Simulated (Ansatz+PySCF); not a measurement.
The numbers below are computed, except where a source is named.
## PySCF 2.14.0 run

```python
from pyscf import gto, scf, cc

mol = gto.M(atom="""
Cl 0.000000 0.000000 0.000000
H 2.454370 0.000000 0.000000
H -1.749660 0.000000 0.000000
""", basis='6-31g', charge=-1, spin=2)
mf = scf.UHF(mol)
mf.kernel()
mycc = cc.CCSD(mf, frozen=5).run()
et = mycc.ccsd_t()
print(mf.e_tot, mycc.e_corr, et, mycc.e_tot + et)
```

The script is written out from the run's settings.

The run gave:

- Converged: yes
- Reference energy: -460.48617 hartree
- CCSD correlation energy: -0.05253 hartree
- Triples correction: -0.00038 hartree
- Total energy: -460.53908 hartree
- Spin squared of the determinant: 2.004

Caution: no diffuse functions for an anion.
